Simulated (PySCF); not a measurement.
From one molecule to another.

First species: C₅H₁₂O.
SMILES: `CC(C)(C)CO`

Second species: C2H3F.
Structure used (GFN2-xTB), in Å, numbered top down from 1:
```xyz
6
C2H3F angstrom
C      0.6896   -0.1172   -0.0374
C     -0.6165    0.0270   -0.0022
F     -1.1954    1.1666    0.4061
H      1.1284   -1.0391   -0.3674
H      1.3491    0.6779    0.2618
H     -1.3520   -0.7132   -0.2826
```

Levels: PBE0/pcSseg-1 for dipole moment, HOMO energy, LUMO energy and HOMO–LUMO gap; GFN2-xTB for rotational constant A and rotational constant C. Geometries: GFN2-xTB. Each species is one conformer at its optimised geometry, gas phase, non-relativistic unless stated. Electronic properties by PySCF.

The conformers computed, where there is a choice (atom-mapped SMILES and torsion angles):
- `[CH3:1][C:2]([CH3:3])([CH3:4])[CH2:5][OH:6]`: C1–C2–C5–O6 61°, H–O6–C5–C2 -61°

Problem. Which has the higher HOMO–LUMO gap?

Solution. The first: 8.81 eV against 8.12 eV, a difference of 0.69 eV.

Problem. Which of the two has the higher rotational constant C, and by how much?

Solution. The second: 9.208 GHz against 2.591 GHz, a difference of 6.617 GHz.

Problem. Which has the higher LUMO energy?

Solution. The first: 1.17 eV against 0.36 eV, a difference of 0.81 eV.

Problem. Which has the higher HOMO energy?

Solution. The first: -7.64 eV against -7.76 eV, a difference of 0.12 eV.

Problem. Which of the two has the higher rotational constant A, and by how much?

Solution. The second: 65.979 GHz against 4.414 GHz, a difference of 61.565 GHz.

Problem. Which of the two has the higher dipole moment, and by how much?

Solution. The first: 1.66 D against 1.43 D, a difference of 0.23 D.

On the first: The dipole matches unit charges of opposite sign 0.35 Å apart (1 e·Å = 4.8032 D).

On the second: In atomic units the dipole is 0.56 e·bohr (1 au = 2.5417 D).
